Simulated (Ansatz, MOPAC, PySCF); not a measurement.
Species: CN, charge 0, multiplicity 2. SMILES: [C]#N
Geometry from a B3LYP-D3(BJ)/def2-TZVP (Ansatz, a program for electronic structure) optimisation:
```
C
N 1 1.1622
```
Charge 0, spin multiplicity 2.

Property: vertical electron affinity to the singlet, in eV. Set-up: no spin-orbit coupling; non-relativistic; six Cartesian d functions in 6-31G* and its kin unless marked 5d; each state is the SCF solution reached for its charge and spin; PM7 with its own dispersion and hydrogen-bond terms; 6-311+G** with 5d; open shells spin-unrestricted. First-principles rows: single points at B3LYP-D3(BJ) geometries (Ansatz). Semi-empirical rows: differences of heats of formation at the shared geometry for vertical values. Sets without +, aug- or the D of def2-TZVPD hold no diffuse functions, which anions need. A UHF reference is markedly spin-contaminated in at least one set, which strains HF and MP2.

| level | program | vertical electron affinity to the singlet (eV) |
|---|---|---|
| PM7 | MOPAC | 3.11 |
| MNDO | MOPAC | 3.07 |
| HF/6-311+G** | Ansatz | 2.93 |
| B3LYP/6-31G* | Ansatz | 3.05 |
| B3LYP/6-311+G** | Ansatz | 4.06 |
| M06-2X/6-31G* (5d) | PySCF | 3.18 |
| B3LYP/def2-TZVPD | Ansatz | 4.00 |
| PBE0/def2-TZVPD | Ansatz | 3.86 |

No value to compare with is used here. The 6 habitual levels span 2.93 (HF/6-311+G**) to 4.06 eV (B3LYP/6-311+G**); B3LYP/def2-TZVPD gives 4.00.

The levels are drawn from those run, B3LYP/6-31G* more often than the rest, none by its result; runs whose electronic state is in doubt are left out.
